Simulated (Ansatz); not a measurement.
All values below come from frozen-core CCSD(T)/def2-TZVPP // PBE0-D3(BJ)/def2-TZVP (Ansatz, a first-principles code).

Ansatz 0.2 input:
```yaml
crystal:
  periodic: [false, false, false]
  atoms:
    - { symbol: O, position_ang: [0.002343, 0.389251, -0.000001] }
    - { symbol: H, position_ang: [-0.762713, -0.190041, 0.000003] }
    - { symbol: H, position_ang: [0.76037, -0.19921, -0.000002] }
basis:
  gaussian: { orbitals: def2-TZVPP }
correlation:
  method: ccsd_t
```

Output:

```
Functional definition: HF
361 factors; integrals over basis functions are off by at most 7.6e-4 eV
mean field evaluation 1: about -2067.9906 eV, gradient 3.3e1 eV
mean field evaluation 2: about -2067.9902 eV, gradient 3.3e1 eV
mean field evaluation 4: about -2069.7551 eV, gradient 1.4e0 eV
mean field evaluation 8: about -2069.7623 eV, gradient 2.7e-5 eV
mean field evaluation 16: about -2069.7618 eV, gradient 3.3e-1 eV
mean field -2069.76229458 eV, -76.0623613904 hartree, gradient 3.6e-6 eV, S^2 0.000000; 0 other end points of the search recorded, 0 dependent functions left out
1 core orbitals not correlated
reference -2069.76229458 eV, -76.0623613904 hartree; 4, 4 occupied and 54, 54 virtual orbitals, 361 factors
second order -7.10568836 eV of doubles, -0.00000000 eV of singles
cycle   1  -7.11171631 eV  change   -6.0e-3 eV  update   4.1e-2
cycle   2  -7.24314187 eV  change   -1.3e-1 eV  update   1.1e-2
cycle   3  -7.26711641 eV  change   -2.4e-2 eV  update   4.3e-3
cycle   4  -7.26574033 eV  change    1.4e-3 eV  update   8.0e-4
cycle   5  -7.26612816 eV  change   -3.9e-4 eV  update   2.9e-4
cycle   6  -7.26619867 eV  change   -7.1e-5 eV  update   7.7e-5
cycle   7  -7.26619559 eV  change    3.1e-6 eV  update   2.6e-5
cycle   8  -7.26619235 eV  change    3.2e-6 eV  update   7.2e-6
perturbative correction -0.20741765 eV, -0.0076224580 hartree
Total energy: -2077.23590457 eV, -76.3370114920 hartree
```

Cost: about 0.8 core-seconds (a rough figure).
